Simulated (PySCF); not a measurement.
**hydrogen fluoride: calculation and literature**

Atoms are numbered as in `[FH:1]`. Hydrogens are named by the atom that carries them.

Level of theory: GFN2-xTB geometry, spin–spin couplings from B3LYP/pcJ-1, shielding tensors at PBE0/pcSseg-1 (GIAO), in PySCF 2.14.0 with density-fitted response routines (in vacuum, relativity neglected, a single conformation).

Reference values: measured (gas or nonpolar solvent (not told per row); T. W. Keal, PhD thesis, Durham 2005).
| atoms | quantity | reference | computed |
| --- | --- | --- | --- |
| H(F1) | δ 1H vs CH4 | 2.10 | 2.67 |

Reference values: measured (gas; G. L. Stoychev, PhD thesis, Univ. Bonn 2021 (Stoychev, Auer, Izsak, Neese, JCTC 2018, 14, 619)).
| atoms | quantity | reference | computed |
| --- | --- | --- | --- |
| F1 | σ 19F | 409.6 | 404.8 |
| H(F1) | σ 1H | 28.64 | 28.81 |

Absolute shieldings are compared as such; zero-point and thermal motion, absent here, lowers them by some tenths of a ppm for H, a few ppm for C and up to about 10 ppm for F.

Computed shifts are σ(ref) − σ with the named reference compound (TMS for H and C) calculated as an isolated molecule at the same level. The measured values may be among those fitted. Shieldings were converted by linear fits to measured shifts (mostly CDCl3, TMS scale, for H and C): 1H (scatter 0.17 ppm rms, 0.18 ppm with the 4 outliers that the fit left out). Occasional misses reach two or three times the rms, and more in compound classes unlike the fitted ones. Hydrogens on heteroatoms aren't scaled, only referred to computed TMS.

Coupling constants in Hz:
| coupling | reference | computed | source |
| --- | --- | --- | --- |
| 1J(F1,H(F1)) | 499.8 | 320.6 | measured; Green and Yates, arXiv:1403.0524 (values compiled by Lantto, Vaara, Helgaker 2002) |
| 1J(F1,H(F1)) | 538.0 | 320.6 | experiment minus calculated vibrational correction (empirical equilibrium); gas (equilibrium); T. W. Keal, PhD thesis, Durham 2005 (values of Ruden, Lutnaes, Helgaker, Ruud 2003) |

5 of the 29 published NMR values on file for this molecule are compared. The rest: values from further sources, other calculations.
